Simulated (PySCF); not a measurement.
# S₃: structure of the singlet

Aim: relax S₃ as a singlet from a obtuse triangle start, check by its vibrations whether the end is a minimum, and collect its spectrum and constants.

Computed with PySCF 2.14.0. Level: PBE0, basis S def2-TZVP, no relativity, density fitting.

## 1. Where the work starts

3 atoms, charge 0, spin multiplicity 1.

Bond lengths: S1–S2 2.027 Å, S1–S3 2.027 Å. Angles: S2–S1–S3 104.9°.

Z-matrix (Å, degrees; charge 0 multiplicity 1):
```
S
S  1 2.0272
S  1 2.0272 2 104.86
```

## 2. First SCF at the start

One driver script runs all steps and calls PySCF; scf.py shows how it sets up the SCF of each step. The optimiser is the driver's own. After this first run the driver tries any further starts and a stability analysis.

scf.py reads:

```python
from pyscf import gto, scf, dft
mol = gto.M(atom='''
S      0.000000     0.000000     0.000000
S      1.606800     1.236000     0.000000
S     -1.606800     1.236000     0.000000''',
    basis={'S': 'def2-TZVP'},
    charge=0, spin=0)
mf = dft.RKS(mol, xc='PBE0')
mf.grids.atom_grid = (50, 194)
aux = {'S': 'def2-universal-JKFIT'}
mf = mf.density_fit(auxbasis=aux)
mf.conv_tol = 1e-08
mf.diis_space = 10
mf.max_cycle = 60
mf.init_guess = 'minao'
mf.verbose = 4
mf.kernel()
```

Command:

```
$ OMP_NUM_THREADS=2 python axn.py task.json out
```

Standard output:

```text
init E= -1194.37676759375
  HOMO = -0.26961629616129  LUMO = -0.20616142386611  gap/eV = 1.72670
cycle= 1 E= -1194.11765053176  delta_E= 0.259  |g|= 0.409  |ddm|= 1.85
  HOMO = -0.238926194076299  LUMO = -0.187865138937415  gap/eV = 1.38944
cycle= 2 E= -1193.94385161191  delta_E= 0.174  |g|= 0.877  |ddm|= 0.98
  HOMO = -0.26291274721585  LUMO = -0.178386157645782  gap/eV = 2.30009
cycle= 3 E= -1194.1661797588  delta_E= -0.222  |g|= 0.0332  |ddm|= 0.682
  HOMO = -0.26678840540082  LUMO = -0.178845222153296  gap/eV = 2.39306
cycle= 4 E= -1194.16631432804  delta_E= -0.000135  |g|= 0.0133  |ddm|= 0.0277
  HOMO = -0.265867391784888  LUMO = -0.177594312272554  gap/eV = 2.40203
cycle= 5 E= -1194.16636851463  delta_E= -5.42e-05  |g|= 0.00368  |ddm|= 0.0142
  HOMO = -0.266293042090166  LUMO = -0.177821890150426  gap/eV = 2.40742
cycle= 6 E= -1194.16637171171  delta_E= -3.2e-06  |g|= 0.000645  |ddm|= 0.00306
  HOMO = -0.266226920115574  LUMO = -0.177771170617369  gap/eV = 2.40700
cycle= 7 E= -1194.16637184899  delta_E= -1.37e-07  |g|= 0.000227  |ddm|= 0.000858
  HOMO = -0.266236231047211  LUMO = -0.177777746605674  gap/eV = 2.40708
cycle= 8 E= -1194.16637186753  delta_E= -1.85e-08  |g|= 3.47e-05  |ddm|= 0.000302
  HOMO = -0.266242419343809  LUMO = -0.177781849882145  gap/eV = 2.40713
cycle= 9 E= -1194.16637186795  delta_E= -4.18e-10  |g|= 7.45e-06  |ddm|= 5.72e-05
  HOMO = -0.266240679162174  LUMO = -0.177780899079536  gap/eV = 2.40711
Extra cycle  E= -1194.16637186793  delta_E= 2e-11  |g|= 1.08e-05  |ddm|= 1.65e-05
converged SCF energy = -1194.16637186793
```

This step, with its further starts and checks, needed 9.9 s of wall time on 2 threads of Arm Neoverse V1, shared host.

The starts that the driver tried:

```
                      start   energy (Eh)
    the minimal-basis guess  -1194.166372
a thermally smeared density  -1194.166372
      a smeared PBE density  -1194.166372
```

No lower closed-shell solution turned up from the other starts or in the test of internal stability.

## 3. Obtuse triangle start, singlet: relaxation

The program finds C2v symmetry in the start, which this walk keeps. The walk stops when the largest gradient is under 0.0003 Eh/bohr and the energy has settled too.

scf.py, as its differences from that of step 2:

```diff
@@ -3,3 +3,3 @@
-S      0.000000     0.000000     0.000000
-S      1.606800     1.236000     0.000000
-S     -1.606800     1.236000     0.000000''',
+S      0.000000    -0.824000     0.000000
+S      1.606800     0.412000     0.000000
+S     -1.606800     0.412000    -0.000000''',
@@ -15 +14,0 @@
-mf.init_guess = 'minao'
```

Steps of the walk:

```csv
step,energy (Eh),change (kJ/mol),largest symmetric gradient (Eh/bohr)
0,-1194.166372,0.00,0.08072
1,-1194.185220,-49.48,0.00682
2,-1194.185331,-49.78,0.00124
3,-1194.185337,-49.79,0.00019
4,-1194.185337,-49.79,0.00001
```

The walk took 6.1 s.

Geometry (Å) and forces (eV/Å) at some steps:

```
step 0
S    0.000  -0.824   0.000   0.000   4.151   0.000
S    1.607   0.412   0.000  -1.439  -2.075   0.000
S   -1.607   0.412   0.000   1.439  -2.075   0.000
step 1
S    0.000  -0.668   0.000   0.000   0.351   0.000
S    1.629   0.334   0.000  -0.128  -0.175   0.000
S   -1.629   0.334   0.000   0.128  -0.175   0.000
step 2
S    0.000  -0.654   0.000  -0.001  -0.056   0.000
S    1.630   0.327   0.000   0.064   0.028   0.000
S   -1.630   0.327   0.000  -0.063   0.028   0.000
step 3
S    0.000  -0.653   0.000   0.000   0.003   0.000
S    1.633   0.327   0.000  -0.010  -0.001   0.000
S   -1.633   0.327   0.000   0.010  -0.001   0.000
step 4
S    0.000  -0.654   0.000  -0.002   0.001   0.000
S    1.633   0.327   0.000   0.001   0.000   0.000
S   -1.633   0.327   0.000   0.001  -0.001   0.000
```

After 4 steps and 49.8 kJ/mol it ends at C2v: S–S 1.905 Å (×2); S–S–S 118.0°.

## 4. Hessian and properties

The point is checked on the finer grid, and tightened if its gradient asks for it. The Hessian and the dipole derivatives come from central differences of analytic gradients, with steps of 0.02 bohr.

scf.py, as its differences from that of step 3:

```diff
@@ -3,3 +3,3 @@
-S      0.000000    -0.824000     0.000000
-S      1.606800     0.412000     0.000000
-S     -1.606800     0.412000    -0.000000''',
+S      0.000000    -0.653611    -0.000000
+S      1.632783     0.326805     0.000000
+S     -1.632783     0.326805    -0.000000''',
@@ -9 +9 @@
-mf.grids.atom_grid = (50, 194)
+mf.grids.atom_grid = (75, 302)
@@ -12 +12 @@
-mf.conv_tol = 1e-08
+mf.conv_tol = 1e-10
```

This SCF starts from the last density.

SCF at the final geometry:

```text
init E= -1194.18538087758
  HOMO = -0.278327069705544  LUMO = -0.158097873626065  gap/eV = 3.27160
cycle= 1 E= -1194.18538087758  delta_E= -2.05e-12  |g|= 1.45e-06  |ddm|= 1.77e-06
  HOMO = -0.278327033902815  LUMO = -0.158097905260689  gap/eV = 3.27160
Extra cycle  E= -1194.18538087758  delta_E= 5.68e-12  |g|= 2.66e-06  |ddm|= 3.1e-06
converged SCF energy = -1194.18538087758
```

The whole step took 18 s.

Geometry: C2v; S–S 1.905 Å (×2); S–S–S 118.0°.

Modes, for the most abundant isotopes:

```csv
symmetry,ω (cm⁻¹),IR (km/mol),type
a1,271,1.1,bend
a1,630,3.0,stretch
b2,731,140,stretch
```

No imaginary mode, so this is a minimum.

Constants and moments:

| Item | Value |
| --- | --- |
| Dipole moment | 0.50 D |
| Highest occupied level | -7.57 eV |
| Lowest empty level | -4.30 eV |
| Rotational constants | 0.8228, 0.09889, 0.08828 cm⁻¹ |
| Zero-point energy | 9.8 kJ/mol |
| Principal polarisabilities | 29.8, 40.2, 98.5 bohr³ |
| Atomisation energy without zero-point energy | 694 kJ/mol |
| Principal traceless quadrupole moments about the centre of mass | -0.95, -0.79, 1.75 D Å |
| Entropy at 298.15 K and 1 bar | 273.7 J/(mol K) |
| Heat capacity Cp at 298.15 K | 47.8 J/(mol K) |
| Enthalpy at 298.15 K above 0 K | 11.76 kJ/mol |
| Rotational symmetry number | 2 |

Populations by atom (charges in e):

| atom | Mulliken | Löwdin | polar tensor | Mayer order to S1 |
| --- | --- | --- | --- | --- |
| S1 | 0.25 | 0.13 | 0.69 | – |
| S2,3 | -0.12 | -0.07 | -0.34 | 1.74 |

Outer orbital energies (eV). occupied: -20.83, -16.40, -12.18, -11.58, -11.43, -8.03, -7.65, -7.57; empty: -4.30, -0.80, 0.48, 4.12.

Mulliken populations on S1: s 5.80, p 9.55, d 0.38, f 0.02.

## 5. Would spin polarisation lower it?

At the lowest minimum the closed shell is tested against spin polarisation, on the (50, 194) grid. It is stable.

## 6. Results

```
                                 quantity                           value
                                  minimum                    singlet, C2v
                                 geometry  S–S 1.905 Å (×2); S–S–S 118.0°
                       wavenumbers (cm⁻¹)    271 (a1), 630 (a1), 731 (b2)
                            dipole moment                          0.50 D
     highest occupied, lowest empty level                 -7.57, -4.30 eV
                polar-tensor charge of S1                         +0.69 e
                        zero-point energy                      9.8 kJ/mol
                      entropy at 298.15 K                 273.7 J/(mol K)
atomisation energy (no zero-point energy)                      694 kJ/mol
```

What this shows: The molecule stays C2v, as typed, and the end point is a minimum. The strongest infrared band lies at 731 cm⁻¹ (b2, stretch). Only this shape and spin were tried, so other structures or states may lie lower.

The search up to here needed 37 s of wall time on 2 threads of Arm Neoverse V1, shared host.
